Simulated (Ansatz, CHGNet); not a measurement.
C axis length (Å) of solids drawn from the class of elemental solids other than molecular ones, at two levels: the machine-learned potential CHGNet-r²SCAN (trained on r²SCAN data), and r²SCAN (Ansatz, an electronic-structure program, plane waves, PAW).

```csv
solid,CHGNet-r²SCAN,r²SCAN,shift (%)
hcp Y,5.912,5.699,-3.60
hcp Cd,5.629,5.767,+2.45
hcp Mg,5.145,5.152,+0.14
hcp Be,3.622,3.564,-1.60
hcp Zr,5.248,5.153,-1.81
hcp Os,4.305,4.317,+0.28
hcp Ru,4.258,4.261,+0.07
hcp Tl,5.662,5.570,-1.62
```

The shifts run from -3.60 % to +2.45 %, with a median of -0.77 %.

Of 8 rows, r²SCAN is the larger in 4 and the smaller in 4.

Ansatz's runs of these crystals have no spin polarisation. Meta-GGAs and exact exchange favour moments, which can bear on hcp Y.

Spin–orbit coupling is left out, also for the solids with elements from indium on (hcp Os, hcp Tl); its size isn't shown.

Ansatz's density-functional and Hartree–Fock values are scalar-relativistic unless marked +SOC, with PAW data made under PBE.
